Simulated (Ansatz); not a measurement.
**B2PLYP/STO-3G run of SO2 (sulfur dioxide)**

Aim: the vertical ionisation energy of SO2 (sulfur dioxide) at B2PLYP/STO-3G, from 2 runs. 

The results are computed with Ansatz 0.2.0.

47 further runs of the same task are left out: 20 that didn't finish, 27 set aside as unsound or not needed.

**1. The system as given**

SO2 has 3 atoms, charge 0, and is taken as a singlet. SMILES: `O=S=O`. Geometry: relaxed at GFN2-xTB.

Bond lengths: O1–S2 1.434 Å, S2–O3 1.434 Å. Angles: O1–S2–O3 116.4°.

**2. A single-point energy at B2PLYP/STO-3G**

Contents of input.yaml:

```yaml
basis:
  gaussian:
    orbitals: STO-3G
crystal:
  periodic: [false, false, false]
  atoms:
    - {symbol: O, position_ang: [-0.970250, 0.629650, -0.459050]}
    - {symbol: S, position_ang: [0.280030, 0.371410, 0.194090]}
    - {symbol: O, position_ang: [0.690220, -1.001060, 0.264960]}
magnetization:
  spin_polarized: false
hamiltonian:
  xc: {name: B2PLYP}
correlation:
  frozen_orbitals: {O: 1, S: 5}
accuracy: high
```

Started as:

```bash
$ ansatz run input.yaml --threads 1 --pin off --max-ram 2610MiB --events-out events.jsonl --progress --plain --runs-dir runs
```

Output:

```text
Warning: RAYON_NUM_THREADS=1 ignored (pool sized by the plan → 1); use --threads N
Functional definition: B2PLYP
  name "B2PLYP"
  parameter a = 0.53
  parameter c = 0.27
  exchange = (1 - a)*b88_x + a*exact_x
  correlation = (1 - c)*lyp_c + c*(mp2_os + mp2_ss)
336 factors; integrals over basis functions are off by at most 2.4e-8 eV
mean field evaluation 1: about -14729.8136 eV, gradient 3.9e1 eV
mean field evaluation 2: about -14729.8481 eV, gradient 3.9e1 eV
mean field evaluation 4: about -14735.5172 eV, gradient 9.4e-1 eV
mean field evaluation 8: about -14735.5187 eV, gradient 3.7e-2 eV
mean field evaluation 16: about -14735.5187 eV, gradient 7.4e-8 eV
mean field -14735.51873795 eV, -541.5203255265 hartree, gradient 1.7e-8 eV, S^2 0.000000; 0 other end points of the search recorded, 0 dependent functions left out; unrestricted orbitals would lower it
7 core orbitals not correlated: weight in the atoms' cores, before any rotation towards them, 1.000 or more for the frozen orbitals, at most 0.000 for the correlated occupied ones
reference -14735.51874929 eV, -541.5203259432 hartree; 9, 9 occupied and 3, 3 virtual orbitals, 336 factors
second order -8.09261112 eV of doubles, -0.00000000 eV of singles
Total energy: -14737.70375429 eV, -541.6006233959 hartree
```

Run time: 1.1 s. Hardware: 1 thread of AMD EPYC 7R43 (Zen 3), shared host; peak memory 0.1 GiB.

**3. The doublet cation, same level**

Contents of molecule.yaml:

```yaml
basis:
  gaussian: {orbitals: STO-3G}
crystal:
  periodic: [false, false, false]
  atoms:
    - {symbol: O, position_ang: [-0.970250, 0.629650, -0.459050]}
    - {symbol: S, position_ang: [0.280030, 0.371410, 0.194090]}
    - {symbol: O, position_ang: [0.690220, -1.001060, 0.264960]}
total_charge: 1
magnetization: {spin_polarized: true, initial_magnetization: 1}
hamiltonian: {xc: {name: B2PLYP}}
correlation: {frozen_orbitals: {O: 1, S: 5}}
accuracy: high
```

Started as:

```bash
$ ansatz run molecule.yaml --threads 1 --pin off --max-ram 2610MiB --events-out events.jsonl --progress --plain --runs-dir runs
```

Output (excerpt; [...] marks lines left out):

```text
Warning: RAYON_NUM_THREADS=1 ignored (pool sized by the plan → 1); use --threads N
[... 2 set-up lines as earlier in the session ...]
[...]
336 factors; integrals over basis functions are off by at most 2.4e-8 eV
[...]
mean field -14728.21424318 eV, -541.2518902948 hartree, gradient 2.3e-8 eV, S^2 1.159794; 11 other end points of the search recorded, 0 dependent functions left out
7 core orbitals not correlated: weight in the atoms' cores, before any rotation towards them, 1.000 or more for the frozen orbitals, at most 0.000 for the correlated occupied ones
reference -14728.21425433 eV, -541.2518907043 hartree; 9, 8 occupied and 3, 4 virtual orbitals, 336 factors
second order -5.37414110 eV of doubles, -0.00000000 eV of singles
Total energy: -14729.66527242 eV, -541.3052146358 hartree
```

Wall time 8.1 s (1 thread of AMD EPYC 7R43 (Zen 3), shared host); peak memory 0.14 GiB.

**4. Outcome**

Level: B2PLYP/STO-3G, 7 core orbitals frozen.

```
                                          quantity          value
                         singlet SO2: total energy  -541.60062 Eh
                      doublet cation: total energy  -541.30521 Eh
                              doublet cation: ⟨S²⟩          1.160
vertical ionisation energy (to the doublet cation)       8.038 eV
```

Removing an electron at fixed nuclei costs 8.04 eV (776 kJ/mol). In a minimal basis such a difference can be off by several eV, whatever the method. The restricted solution (singlet SO2) is unstable to spin breaking: an unrestricted one lies lower. ⟨S²⟩ (doublet cation) is 1.16 where a pure doublet has 0.75: the reference is spin-contaminated.
